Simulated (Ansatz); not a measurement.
## Ansatz (development build ahead of 0.2.0) run

```yaml
crystal:
  periodic: [false, false, false]
  atoms:
    - { symbol: H, position_ang: [0.0, 0.0, -0.0248] }
    - { symbol: O, position_ang: [1.19168, 0.0423, 0.03274] }
    - { symbol: O, position_ang: [-1.19168, -0.0423, 0.03274] }
    - { symbol: H, position_ang: [1.60535, 0.80241, 0.47133] }
    - { symbol: H, position_ang: [-1.60535, -0.80241, 0.47133] }
    - { symbol: H, position_ang: [1.73503, -0.23541, -0.72084] }
    - { symbol: H, position_ang: [-1.73503, 0.23541, -0.72084] }
basis:
  gaussian: { orbitals: cc-pVDZ }
total_charge: 1
hamiltonian:
  xc: hf
correlation:
  method: mp2
  frozen_orbitals: { H: 0, O: 1 }
```

The input is written out in the form of the current development build from the run's settings.

Results

```
Converged                       : yes
Reference energy                : -152.39038 hartree
Correlation energy              : -0.41524 hartree
Total energy                    : -152.80562 hartree
Spin squared of the determinant : 0.000
```
